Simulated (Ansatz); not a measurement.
**AlN₂+ (quintet): the correlation ladder, cc-pVDZ**

How much of the correlation energy of AlN₂+ (quintet) does each wave-function method recover here?

Program: Ansatz 0.2.0, Gaussian basis. Level of theory: cc-pVDZ, core rule «outside noble gas», up to 7 orbitals frozen. These are calculated values, not measurements.

Plan: UHF; CCSD(T) on ROHF; CCSD(T) on UHF; BCCD(T) on ROHF; CISD as a restricted active space (open shells left free, so some higher excitations enter); CCSDT(Q) on ROHF; CCSDT(Q) on UHF.

32 further runs of the same task are left out: 14 for a known fault of the program, 7 that didn't finish, 11 set aside as unsound or not needed. Runs told in other sessions of the task aren't counted.

## Step 1: The geometry

The geometry is a PBE0/def2-TZVP stationary point (not a proven minimum) of the parent state, kept for this charge and spin.

3 atoms, charge 1, spin multiplicity 5.

Atoms are counted from 1 here; the program's logs count them from 0.

Bond lengths: N1–Al2 1.795 Å, Al2–N3 1.795 Å. Angles: N1–Al2–N3 180.0°.

## Step 2: UHF

in.yaml reads:

```yaml
crystal:
  periodic: [false, false, false]
  atoms:
    - {symbol: N, position_ang: [0.000000, 0.000000, 1.795300]}
    - {symbol: Al, position_ang: [0.000000, 0.000000, 0.000000]}
    - {symbol: N, position_ang: [0.000000, 0.000000, -1.795300]}
basis:
  gaussian: {orbitals: cc-pVDZ}
total_charge: 1
magnetization: {spin_polarized: true, initial_magnetization: 4}
hamiltonian: {xc: hf}
output: {orbitals: {seedname: orbitals}}
```

On the command line:

```sh
$ ansatz run in.yaml --threads 1 --pin off --events-out ev --progress --plain --max-ram 2393MiB
```

Further steps of the session: CCSD(T) on ROHF; CCSD(T) on UHF; BCCD(T) on ROHF; CISD as a restricted active space (open shells left free, so some higher excitations enter); CCSDT(Q) on ROHF; CCSDT(Q) on UHF.

Before running them: what should the planned runs give, taken together? Wanted: UCCSDT(Q) from the RHF energy; RMP2 from UCCSDT(Q); UMP2 from UCCSDT(Q); RCCSD from UCCSDT(Q); RCCSD(T) from UCCSDT(Q); UCCSD(T) from UCCSDT(Q); RCCSDT(Q) from UCCSDT(Q); T1 diagnostic.

**Answer**, as computed:

| quantity | value |
| --- | --- |
| UCCSDT(Q) from the ROHF energy | -7.7006 eV |
| RMP2 from UCCSDT(Q) | +29.57 kcal/mol |
| UMP2 from UCCSDT(Q) | +29.90 kcal/mol |
| RCCSD from UCCSDT(Q) | +6.13 kcal/mol |
| RCCSD(T) from UCCSDT(Q) | +1.67 kcal/mol |
| UCCSD(T) from UCCSDT(Q) | +1.63 kcal/mol |
| RCCSDT(Q) from UCCSDT(Q) | +0.09 kcal/mol |
| levels within 1 kcal/mol (43 meV) | RCCSDT, UCCSDT, RCCSDT(Q) |
| T1 diagnostic | 0.025 |

In words: RCCSD(T) misses by +1.67 kcal/mol, 0.9 % of the correlation energy. These misses are within one basis, not against nature; the frozen cores of restricted and unrestricted runs differ, which can shift their rows.

With open shells the CI space here admits some higher excitations, so it is larger than plain CISD.
